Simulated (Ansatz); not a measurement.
Relaxed structures of CH₃MgS, doublet (PBE0-D4/def2-TZVP; forces vanish, vibrations not checked; lower isomers may exist, and structures with a doubtful reference or unclear bonds are left out; Å). Ansatz 0.2.0; basis: def2-TZVPP; cores frozen in the correlated methods; orbitals are unrestricted. The outer core shell of Li, Na, Mg and K is correlated. The def2 sets are not built for correlating such inner shells, so the correlated values are less sure here.

Q: Rank them by CCSD(T) energy, lowest first, and give each one's height above the lowest. Links in brackets join atoms within 1.22 times the sum of their covalent radii (1.1 for two metals). (To be estimated.)
A.
a complex of CHMgS ([CH]1[Mg][S]1) + H₂
```
6
angstrom
C -0.7465 -0.1985 -1.0032
S 0.2478 -0.8298 0.1485
Mg 0.4531 1.5064 -0.7674
H -1.5329 -0.8651 -1.3687
H 3.0680 0.4040 2.6464
H 2.5646 0.2881 2.1065
```
B.
CH₃MgS ([CH2]1[MgH][S]1)
```
6
angstrom
C -0.8566 -0.1593 -0.4917
S -0.0861 -1.6534 -0.0892
Mg 1.1580 0.1716 0.6622
H -0.7994 0.2183 -1.5099
H -1.7033 0.1854 0.0975
H 2.2874 1.2374 1.3311
```
C.
CH₃MgS ([CH3][S][Mg])
```
6
angstrom
C -1.1581 -0.0338 -0.6413
S 0.0398 -1.2528 0.0018
Mg 1.6470 0.1225 0.9515
H -1.2216 -0.1308 -1.7249
H -2.1374 -0.2385 -0.2091
H -0.8943 0.9992 -0.4069
```
D.
CH₃MgS ([MgH][CH][SH])
```
6
angstrom
C 0.0853 -0.5740 -0.3313
S -0.0355 -2.2343 0.0815
Mg 1.2464 0.7754 0.6801
H -0.5240 -0.3086 -1.1940
H -0.8924 -2.7096 -0.8447
H 2.1947 1.9331 1.4866
```

A: By the calculation: C (0.0 kJ/mol), B (100.2 kJ/mol), D (215.9 kJ/mol), A (243.1 kJ/mol). Heights count from the lowest.

T1 diagnostic: at most 0.019. ⟨S²⟩ of the unrestricted Hartree–Fock references: 0.75 to 0.77 (a pure state has 0.75).

For scale, one of the runs: CCSD(T)/def2-TZVPP, 147 basis functions, launched by `ansatz run in.yaml --threads 2 --pin off --events-out ev --progress --plain --max-ram 4352MiB`. Time: 90 s of wall clock on 2 CPU threads of an Arm Neoverse V1; the host was shared. Peak host memory: 2.3 GiB.
